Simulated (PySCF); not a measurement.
**Vibration and rotation of SiB⁺**

r²SCAN constants of SiB⁺, ³Π (triplet), unpaired electrons σ ↑, π ↑ (basis Si STO-3G, B STO-3G; no relativity; PySCF 2.14; masses 27.9769 and 11.0093 u):

| Quantity | Value |
| --- | --- |
| ωe | 718.1 cm⁻¹ |
| ωexe | 4.78 cm⁻¹ |
| Be | 0.5137 cm⁻¹ |
| αe | 0.00418 cm⁻¹ |
| De to Si⁺ + B | 4.25 eV |

What force constant and bond length do these constants imply?

Reduced mass μred = 7.9004 u; k = 5.8918×10⁻⁷·μred·ωe² (u, cm⁻¹, mdyn/Å) = 2.40 mdyn/Å; Re = √(16.8576/(μred·Be)) (u, cm⁻¹, Å) = 2.038 Å.

Estimate the centrifugal constant D from the Kratzer relation and find the Dunham coefficient a1.

D = 4Be³/ωe² = 1.05e-06 cm⁻¹; a1 = −1 − αeωe/(6Be²) = -2.90.

For an ion De counts to the pair picked by the measured ionisation energies or electron affinities, which need not be the lowest pair at this level. STO-3G is very small, so such numbers show the basis as much as the molecule. The state was picked by a PBE0 search and need not be the measured ground state.
